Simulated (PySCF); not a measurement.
# C4H8: the cost of one run

Programs: PySCF 2.14.0, with density-fitted response routines of our own. Each step states its level of theory. These are calculated values for one molecule in the gas phase, unless marked as measured. Atoms are numbered from 0 throughout.

**1. The starting structure**

12 atoms, charge 0, multiplicity 1; geometry from: GFN2-xTB. The atoms were then displaced at random by about 0.01 Å, so the start is not that level's minimum.

Bonds of the start (Å): C0–C1 1.36, C1–C2 1.51, C1–C3 1.50, C0–H4 1.07, C0–H5 1.05, C2–H6 1.08, C2–H7 1.09, C2–H8 1.06, C3–H9 1.05, C3–H10 1.10, C3–H11 1.11.

**2. Optimising the geometry at PBE0-D3(BJ)/def2-SVP**

Job settings and geometry (Å):

```
{"job": {"xc": "PBE0", "basis": "def2-SVP", "d3": "d3bj", "grid": 1, "shake": 0.01, "kind": "geom"}, "charge": 0, "multiplicity": 1}
C      1.377110    -0.619530     0.425400
C      0.186190    -0.088390     0.056080
C     -1.135750    -0.709200     0.435640
C      0.114670     1.161670    -0.774820
H      2.288190    -0.145840     0.127630
H      1.421620    -1.483010     1.015440
H     -1.706860    -0.000500     1.014550
H     -0.947310    -1.593660     1.040630
H     -1.682410    -0.972170    -0.428180
H      1.059830     1.556280    -1.003850
H     -0.458460     0.943900    -1.690000
H     -0.477140     1.922180    -0.227550
```

Command:

```bash
$ OMP_NUM_THREADS=1 python probes_run.py task.json out
```

This one command runs all jobs of the session in turn.

Q: Estimate the wall time and peak memory of this first job on 1 thread of Arm Neoverse N1, shared host.

About 32 s, with a peak of 0.4 GiB.
